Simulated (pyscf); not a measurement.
`[OH2]` + `[Cl][ZnH]` -> `[OH][Zn][Cl]` + `[H][H]` (four-centre exchange; singlet surface; H–O, H–Zn broken, O–Zn, H–H formed). Structures and frequencies: ωB97X-D3(BJ)/def2-SVP in PySCF. Energies in kcal/mol from the separated reactants.

```csv
level,barrier,reaction energy
ωB97X-D3(BJ)/def2-TZVP,20.0,-2.1
PBE/def2-TZVP,17.9,-1.4
r²SCAN/def2-TZVP,17.1,-2.6
PBE0-D3(BJ)/def2-TZVP,___,-0.3
ωB97M-D3(BJ)/def2-TZVP,___,___
HF/def2-TZVP,30.0,+0.8
```

Complete the blanks.


- PBE0-D3(BJ)/def2-TZVP, barrier: 18.8
- ωB97M-D3(BJ)/def2-TZVP, barrier: 21.4
- ωB97M-D3(BJ)/def2-TZVP, reaction energy: -0.2

The functionals in the table span 4.4 kcal/mol in this barrier, from r²SCAN to ωB97M-D3(BJ)/def2-TZVP. On the reactant side the descent ends in an adduct with a O–Zn contact (not fully relaxed), 12.9 kcal/mol under the separated species and 32.8 kcal/mol under the saddle at ωB97X-D3(BJ)/def2-TZVP. What is counted as formed (O–Zn) is already present as a longer contact in the reactant adduct; forming that adduct is a step of its own. At the saddle there is also a short H–Zn contact that neither side keeps. One saddle was located; it need not be the lowest between these sides. Elements up to Kr have no core potential and no relativistic terms here.
